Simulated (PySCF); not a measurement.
Ionisation energies (eV) were calculated with PySCF 2.14 by MP2 (valence), PBE, LDA, in another order, as differences of total energies without spin-orbit coupling. The measured values are between term centres (NIST).

| species | measured | A | B | C |
| --- | --- | --- | --- | --- |
| Al (aug-cc-pwCVDZ, non-relativistic) | 5.977 | 6.042 | 5.760 | 6.079 |
| Cu (aug-cc-pwCVDZ-PP with ECP10MDF, ECP) | 7.726 | 8.647 | 7.551 | 8.359 |
| Br (aug-cc-pwCVDZ-PP with ECP10MDF, ECP) | 11.844 | 12.050 | 11.413 | 11.775 |
| Cd⁺ (aug-cc-pwCVDZ-PP with ECP28MDF, ECP) | 16.908 | 17.810 | 16.739 | 17.424 |
| In (aug-cc-pwCVDZ-PP with ECP28MDF, ECP) | 5.603 | 5.709 | 5.347 | 5.583 |
| Te (aug-cc-pwCVDZ-PP with ECP28MDF, ECP) | 8.749 | 8.987 | 8.131 | 8.705 |
| W (aug-cc-pwCVDZ-PP with ECP60MDF, ECP) | 7.825 | 7.916 | 7.127 | 7.498 |
| Au (aug-cc-pwCVDZ-PP with ECP60MDF, ECP) | 9.226 | 9.897 | 9.109 | 9.536 |

Question: Which column is which method?

Answer: A is LDA (mean error 0.40 eV); B is MP2 (valence) (mean error -0.33 eV); C is PBE (mean error 0.14 eV). LDA overbinds the outer electron and comes out highest. Valence MP2 in a finite basis recovers only part of the missing correlation, so it stays below experiment on average. PBE, with gradient corrections, lies close to experiment on average, with errors of both signs.
